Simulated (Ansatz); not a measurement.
# GaS (P6₃/mmc, No. 194)

Method: PBE-D4 in Ansatz (PAW).

Run with plane-wave cutoff 500 eV, 12×12×4 k mesh (along the axes of the cell as run), gaussian smearing 0.02 eV, scalar-relativistic PAW data made under PBE.

Cell (relaxed at this level):

```cif
data_Ga4S4
_chemical_formula_sum 'Ga4 S4'
_space_group_name_H-M_alt 'P 1'
_space_group_IT_number 1
_cell_length_a 3.58183
_cell_length_b 3.58183
_cell_length_c 15.28560
_cell_angle_alpha 90.000
_cell_angle_beta 90.000
_cell_angle_gamma 120.000
loop_
_space_group_symop_operation_xyz
  'x, y, z'
loop_
_atom_site_label
_atom_site_type_symbol
_atom_site_fract_x
_atom_site_fract_y
_atom_site_fract_z
_atom_site_occupancy
Ga1 Ga 0.33333 0.66667 0.17015 1
Ga2 Ga 0.66667 0.33333 0.67015 1
Ga3 Ga 0.66667 0.33333 0.82985 1
Ga4 Ga 0.33333 0.66667 0.32985 1
S1 S 0.33333 0.66667 0.59898 1
S2 S 0.66667 0.33333 0.09898 1
S3 S 0.66667 0.33333 0.40102 1
S4 S 0.33333 0.66667 0.90102 1
```

equilibrium volume per atom: 21.23 Å³/atom
equilibrium lattice constant a: 3.582 Å
lattice parameter c: 15.286 Å

The result took roughly 4 core-minutes.

Ansatz is a first-principles code.
